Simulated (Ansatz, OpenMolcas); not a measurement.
Exact exchange and the vertical ionisation energy of CH3NO (Nitrosomethane)

CH3NO: 6 atoms, total charge 0, spin state singlet. As SMILES, `CN=O`. The coordinates come from a PBE0-D4/def2-TZVP relaxation.

The vertical ionisation energy (to the doublet cation) y, in eV, basis def2-TZVP; a is the functional's share of exact exchange. Programs: Ansatz 0.2.0, OpenMolcas 26.06.

| functional | program | a | y (eV) |
| --- | --- | --- | --- |
| TPSS | OpenMolcas | 0 | 9.20 |
| revPBE | Ansatz | 0 | 9.16 |
| B3LYP | Ansatz | 0.2 | ? |
| PBE0 | Ansatz | 0.25 | 9.44 |
| BHLYP | Ansatz | 0.5 | 9.58 |

**Question.** Fit y = c + s·a to the known rows and predict B3LYP.

**Answer.** 
1. Means of the 4 rows: a = 0.1875, y = 9.345.
2. Σ(Δa)² = 0.17188, Σ(Δa·Δy) = 0.14125, so the slope is 0.14125/0.17188 = 0.82179.
3. Intercept: 9.345 − (0.82179) × 0.1875 = 9.191. The largest residual of the fit is 0.044.
4. B3LYP: 9.191 + (0.82179) × 0.2 = 9.36 eV.

The run gave 9.53 eV, so the prediction is off by -0.17 eV, more than the scatter of the fit. The rows mix families of semi-local functionals, which the line can't see.
